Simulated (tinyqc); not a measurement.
Inside a calculation. Method: ROHF in the sto-3g basis, for OH+, spin multiplicity 3. This run ends on a higher stationary point, not on the lowest solution. Computed by tinyqc, a small Python program that keeps every step (integrals from PySCF). Settings: charge = 1, multiplicity = 3, basis = sto-3g, energy threshold = 1e-10, iteration cap = 87, orthogonalisation = symmetric, start = highest core orbitals, DIIS depth = 0, method = ROHF. Command: `OMP_NUM_THREADS=1 python tinyqc.py 29163 29164 out.jsonl` (the two numbers bound the seeds that draw the settings). One thread of a shared host (Intel(R) Xeon(R) Processor @ 2.60GHz), about 0.05 s of CPU time with the checks.

Geometry (angstrom):
```
atom       x       y       z
O     0.0000  0.0000  0.0000
H     0.0000  0.0000  1.4620
```

Stop when the energy changes by less than 1e-10 hartree and every element of the error matrix X^T (F D S - S D F) X is below 3e-06.

Course of the cycle:
```
iteration  E (hartree)     change  largest element of the error matrix
1           -28.573668          -                             1.28e-01
2           -73.753833  -4.52e+01                             1.64e-01
3           -73.867116  -1.13e-01                             6.44e-02
4           -73.879810  -1.27e-02                             2.57e-02
5           -73.882641  -2.83e-03                             1.42e-02
6           -73.883464  -8.23e-04                             8.42e-03
7           -73.883701  -2.37e-04                             4.70e-03
8           -73.883768  -6.67e-05                             2.54e-03
9           -73.883786  -1.85e-05                             1.35e-03
10          -73.883791  -5.07e-06                             7.09e-04
11          -73.883793  -1.39e-06                             3.72e-04
12          -73.883793  -3.77e-07                             1.94e-04
13          -73.883793  -1.03e-07                             1.01e-04
14          -73.883793  -2.79e-08                             5.28e-05
15          -73.883793  -7.57e-09                             2.75e-05
16          -73.883793  -2.06e-09                             1.44e-05
17          -73.883793  -5.58e-10                             7.48e-06
18          -73.883793  -1.52e-10                             3.90e-06
19          -73.883793  -4.11e-11                             2.03e-06
```

Can the last value be used, and what does the course show?

No, though the log alone does not show it. Converged in 19 iterations. But the solution lies 0.10218 hartree above the reference: it is another stationary point, not the lowest one. Reruns (cap 100 unless said): DIIS 8: converged in 18 to a higher stationary point; atomic densities as start, DIIS 8: converged in 8. PySCF ROHF in the same basis = -73.985969 hartree.
